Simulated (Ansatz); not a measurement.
# C2H3Cl: interaction energy of a dimer with the counterpoise correction in Python

How strongly do two molecules of C2H3Cl bind, and how much of that is basis error? Aim: the interaction energy of a dimer with the counterpoise correction, for C2H3Cl, run from a script.

All numbers are computed with Ansatz 0.2.0 through its Python package. Level of theory: MP2/cc-pVDZ.

## 1. The system

Bond lengths: C1–C2 1.283 Å, C2–Cl3 1.696 Å, C1–H4 1.042 Å, C1–H5 1.140 Å, C2–H6 1.097 Å. Angles: C1–C2–Cl3 120.3°, C1–C2–H6 125.4°, Cl3–C2–H6 114.3°, C2–C1–H4 124.9°, C2–C1–H5 120.8°, H4–C1–H5 114.3°.

No structure file is read: the coordinates are typed or built in the script.

## 2. Script

Input file c2h3cl.py:

```python
# -*- coding: utf-8 -*-
import logging
import sys

import ansatz

logging.basicConfig(stream=sys.stdout, format="%(levelname)s:%(name)s:%(message)s")
logger = logging.getLogger("calc")
logger.setLevel(logging.INFO)

BASIS = "cc-pVDZ"
METHOD = "mp2"

FIRST = [
    ("C", (-0.4389, 0.1682, -0.5154)),
    ("C", (0.3759, -0.0078, 0.4604)),
    ("Cl", (0.8538, -1.5727, 0.9056)),
    ("H", (-0.8443, -0.594, -1.0993)),
    ("H", (-0.783, 1.2155, -0.8066)),
    ("H", (0.8364, 0.791, 1.0553)),
]
SECOND = [
    ("C", (-0.2753, -2.5896, -2.5463)),
    ("C", (-1.2716, -3.3509, -2.2729)),
    ("Cl", (-2.2481, -3.9636, -3.5166)),
    ("H", (0.0154, -2.309, -3.507)),
    ("H", (0.3725, -2.1551, -1.7147)),
    ("H", (-1.5613, -3.6815, -1.2675)),
]

def energy(atoms, ghosts=()):
    molecule = ansatz.Crystal.molecule()
    for symbol, xyz in atoms:
        molecule = molecule.atom(symbol, xyz)
    calc = (
        molecule.calculation()
        .basis(gaussian=BASIS)
        .correlation(METHOD)
    )
    deck = calc.input()
    if ghosts:
        deck = deck.set(ansatz.key.basis.gaussian.ghost_atoms, [{"symbol": s, "position_ang": list(xyz)} for s, xyz in ghosts])
    return ansatz.Session.from_dict(deck).plan().execute().report["free_energy_ev"]


def main():
    both = energy(FIRST + SECOND)
    alone = energy(FIRST) + energy(SECOND)
    ghosted = energy(FIRST, SECOND) + energy(SECOND, FIRST)
    logger.info(f"dimer {both:.6f} eV")
    logger.info(f"interaction, uncorrected   {(both - alone):8.3f} eV")
    logger.info(f"interaction, counterpoise  {(both - ghosted):8.3f} eV")
    logger.info(f"basis-set superposition    {(alone - ghosted):8.3f} eV")


if __name__ == "__main__":
    main()
```

## 3. The calls as engine input

The engine receives this input (first run):

```yaml
crystal:
  periodic: [false, false, false]
  atoms:
    - { symbol: C, position_ang: [-0.4389, 0.1682, -0.5154] }
    - { symbol: C, position_ang: [0.3759, -0.0078, 0.4604] }
    - { symbol: Cl, position_ang: [0.8538, -1.5727, 0.9056] }
    - { symbol: H, position_ang: [-0.8443, -0.594, -1.0993] }
    - { symbol: H, position_ang: [-0.783, 1.2155, -0.8066] }
    - { symbol: H, position_ang: [0.8364, 0.791, 1.0553] }
    - { symbol: C, position_ang: [-0.2753, -2.5896, -2.5463] }
    - { symbol: C, position_ang: [-1.2716, -3.3509, -2.2729] }
    - { symbol: Cl, position_ang: [-2.2481, -3.9636, -3.5166] }
    - { symbol: H, position_ang: [0.0154, -2.309, -3.507] }
    - { symbol: H, position_ang: [0.3725, -2.1551, -1.7147] }
    - { symbol: H, position_ang: [-1.5613, -3.6815, -1.2675] }
basis:
  gaussian:
    orbitals: cc-pVDZ
correlation:
  method: mp2
```

## 4. Launch

Launch:

```console
$ python c2h3cl.py
```

**Question.** How large is the interaction at this pose, and how much of it is basis-set superposition?

**Answer**, as computed:

| quantity | value |
| --- | --- |
| interaction energy, uncorrected | -0.019 eV |
| interaction energy, counterpoise | 0.045 eV |
| runs compared | 5 |

What this shows: The counterpoise correction turns the binding into repulsion: what looked like attraction was the basis set's error. Uncorrected it is -0.019 eV, with the counterpoise correction 0.045 eV; the difference, 0.06 eV, is the superposition error. The sign changes with the correction, so this basis doesn't settle it. The dimer is a generated trial pose of unrelaxed monomers, not a minimum, so the figure is no binding energy, and the basis set is small.
